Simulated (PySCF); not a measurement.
# BH3O (SMILES BO): levels of theory compared

Aim: a comparison of 6 runs (PBE0/STO-6G, UPBE0/STO-6G, wB97X-V/STO-6G, CCSDT/STO-6G, CCSD(T)/STO-6G, UCCSD(T)/STO-6G) of BH3O. Input form: a Python script.

The calculation is run with PySCF 2.14.0.

3 further runs of the same task are left out: 3 set aside as unsound or not needed.

### Step 1. The structure to begin with

BH3O has 5 atoms, charge 0, and is taken as a singlet. SMILES: `BO`. The B1–H4 distance was set to 2.163 Å, away from the relaxed value. At this shape a bond of the SMILES string is far longer than usual.

Bond lengths: B1–O2 1.348 Å, B1–H3 1.196 Å, O2–H5 0.961 Å. Angles: B1–O2–H5 113.5°, O2–B1–H3 116.8°.

### Step 2. The energy at PBE0/STO-6G (run 1)

input.xyz

```xyz
5
BH3O
B     -0.255400     0.028080     0.956941
O      0.384700     1.182680     1.228141
H     -0.849100    -0.484620     1.860041
H     -0.190600    -0.828900    -1.028100
H      0.845200     1.552680     0.470541
```

input.py

```python
from pyscf import gto, dft

system = gto.M(
    atom='input.xyz',
    max_memory=1860,
    basis='sto-6g',
    verbose=3,
)

mf = dft.RKS(system)
mf.xc = 'pbe0'
mf.grids.level = 5
mf.conv_tol = 1e-10
mf.kernel()
if not mf.converged:
    mf = mf.newton().run(mf.mo_coeff, mf.mo_occ)

e_final = mf.e_tot
print('Final energy', e_final)
```

Started as:

```sh
$ OMP_NUM_THREADS=1 python input.py
```

Standard output:

```text
converged SCF energy = -101.226008545059
Final energy -101.2260085450587
```

Wall time 2 s (1 thread of Arm Neoverse V2, shared host); peak memory 0.17 GiB.

### Step 3. A single-point energy at UPBE0/STO-6G (run 2)

geometry.xyz

```xyz
5
BH3O
B     -0.255400     0.028080     0.956941
O      0.384700     1.182680     1.228141
H     -0.849100    -0.484620     1.860041
H     -0.190600    -0.828900    -1.028100
H      0.845200     1.552680     0.470541
```

input.py

```python
from pyscf import gto, dft

mol = gto.M(
    atom='geometry.xyz',
    max_memory=1860,
    verbose=3,
    basis='sto-6g',
    spin=0,
)

ks = dft.UKS(mol, xc='pbe0')
ks.grids.level = 5
ks.conv_tol = 1e-10
ks.kernel()
if not ks.converged:
    ks = ks.newton().run(ks.mo_coeff, ks.mo_occ)
for _ in range(3):
    mo, _, stable, _ = ks.stability(return_status=True)
    if stable:
        break
    ks.kernel(ks.make_rdm1(mo, ks.mo_occ))

energy = ks.e_tot
print('E = %.10f Eh' % energy)
```

Started as:

```sh
$ OMP_NUM_THREADS=1 python input.py
```

Standard output:

```text
converged SCF energy = -101.226008545057  <S^2> = 1.5369039e-11  2S+1 = 1
<class 'pyscf.dft.uks.UKS'> wavefunction has an internal instability
converged SCF energy = -101.227241543978  <S^2> = 0.21753375  2S+1 = 1.3675288
<class 'pyscf.dft.uks.UKS'> wavefunction is stable in the internal stability analysis
E = -101.2272415440 Eh
```

It took 14 s on 1 thread of Arm Neoverse V2, shared host; peak memory 0.38 GiB.

Run 3 isn't shown in full; the table further down has it.

### Step 4. A single-point energy at CCSDT/STO-6G (run 4)

run.py

```python
from pyscf import gto, scf, cc

system = gto.Mole()
system.atom = '''
B       -0.255400       0.028080       0.956941
O        0.384700       1.182680       1.228141
H       -0.849100      -0.484620       1.860041
H       -0.190600      -0.828900      -1.028100
H        0.845200       1.552680       0.470541
'''
system.basis = 'sto-6g'
system.verbose = 4
system.max_memory = 1860
system.build()

calc0 = scf.RHF(system)
calc0.conv_tol = 1e-10
calc0.kernel()
if not calc0.converged:
    calc0 = calc0.newton().run(calc0.mo_coeff, calc0.mo_occ)

mycc = cc.CCSDT(calc0, frozen=2)
mycc.kernel()
etot = mycc.e_tot
print('E = %.10f Eh' % etot)
```

Started as:

```sh
$ OMP_NUM_THREADS=1 python run.py
```

Standard output:

```text
PySCF version 2.14.0

[... 74 lines left out ...]
WARN: A large `blksize` is being used, which may cause large memory consumption
[... 7 lines left out ...]
WARN: A large `blksize_oooo` is being used, which may cause large memory consumption
[... 30 lines left out ...]
RCCSDT converged
[... 3 lines left out ...]
E = -100.9131471422 Eh
```

It took 0.94 s on 1 thread of Arm Neoverse V2, shared host; peak memory 0.099 GiB.

Run 5 isn't shown in full; the table further down has it.

### Step 5. A single-point energy at UCCSD(T)/STO-6G (run 6)

run.py

```python
from pyscf import gto, cc

molecule = gto.M(
    atom='''
B   -0.255400   0.028080   0.956941
O    0.384700   1.182680   1.228141
H   -0.849100  -0.484620   1.860041
H   -0.190600  -0.828900  -1.028100
H    0.845200   1.552680   0.470541
''',
    spin=0,
    max_memory=1860,
    verbose=3,
    basis='sto-6g',
    charge=0,
)

mf = molecule.UHF()
mf.conv_tol = 1e-10
mf.kernel()
if not mf.converged:
    mf = mf.newton().run(mf.mo_coeff, mf.mo_occ)
for _ in range(3):
    mo, _, stable, _ = mf.stability(return_status=True)
    if stable:
        break
    mf.kernel(mf.make_rdm1(mo, mf.mo_occ))

mycc = cc.CCSD(mf, frozen=2)
mycc.kernel()
e_t = mycc.ccsd_t()
e_tot = mycc.e_tot + e_t
print(f'total energy: {e_tot:.8f} hartree')
```

Started as:

```sh
$ OMP_NUM_THREADS=1 python run.py
```

Standard output:

```text
converged SCF energy = -100.734952293858  <S^2> = 1.389111e-12  2S+1 = 1
<class 'pyscf.scf.uhf.UHF'> wavefunction has an internal instability
converged SCF energy = -100.782895467725  <S^2> = 0.74049396  2S+1 = 1.9904713
<class 'pyscf.scf.uhf.UHF'> wavefunction is stable in the internal stability analysis
E(UCCSD) = -100.9054803587494  E_corr = -0.1225848910248245
UCCSD(T) correction = -0.00582022760251435
total energy: -100.91130059 hartree
```

Run time: 0.86 s. Hardware: 1 thread of Arm Neoverse V2, shared host; peak memory 0.12 GiB.

### Step 6. Overview of the runs

| run | level | follow instability | nlc grid | energy (Eh) | dipole moment (D) of the reference | HOMO energy (eV) | LUMO energy (eV) | wall time |
| --- | --- | --- | --- | --- | --- | --- | --- | --- |
| 1 | PBE0/STO-6G | – | – | -101.226009 | 1.85 | -4.27 | 2.42 | 2 s |
| 2 | UPBE0/STO-6G | yes | – | -101.227242 | 1.79 | -4.00 | 2.70 | 14 s |
| 3 | wB97X-V/STO-6G | – | 1 | -101.305502 | 1.82 | -6.59 | 4.74 | 13 s |
| 4 | CCSDT/STO-6G | – | – | -100.913147 | 1.36 | -6.82 | 6.27 | 0.94 s |
| 5 | CCSD(T)/STO-6G | – | – | -100.912230 | 1.36 | -6.82 | 6.27 | 0.76 s |
| 6 | UCCSD(T)/STO-6G | yes | – | -100.911301 | 1.48 | -7.53 | 7.87 | 0.86 s |

### Step 7. Results

| quantity | value |
| --- | --- |
| run 6: total energy | -100.91130 Eh |
| run 6: dipole moment (Hartree–Fock density) | 1.48 D |
| run 6: HOMO energy (Hartree–Fock orbitals) | -7.53 eV |
| run 6: LUMO energy (Hartree–Fock orbitals) | 7.87 eV |
| run 6: HOMO–LUMO gap (Hartree–Fock orbitals) | 15.40 eV |
| run 6: correlation energy (2 core orbitals frozen) | -128.4 mEh |
| run 6: (T) correction | -5.82 mEh |
| run 6: ⟨S²⟩ of the reference determinant | 0.740 |
| run 6: T1 diagnostic | 0.083 |

In words: Over runs 1, 2, 3 the dipole moment (its size) runs from 1.79 D (UPBE0/STO-6G) to 1.85 D (PBE0/STO-6G). Over runs 1, 2, 3 the HOMO–LUMO gap runs from 6.69 eV (PBE0/STO-6G) to 11.33 eV (wB97X-V/STO-6G). Totals of different functionals can't be ranked against each other. In runs 1, 2, 3, 4, 5, 6 the basis is minimal, so the values are rough. Spin contamination of the reference: run 6 ⟨S²⟩ = 0.74, run 2 ⟨S²⟩ = 0.22. Where it is this large, the reference is a mixture of spin states, and values that rest on it are in doubt. All runs together took 32 s, the longest 14 s.
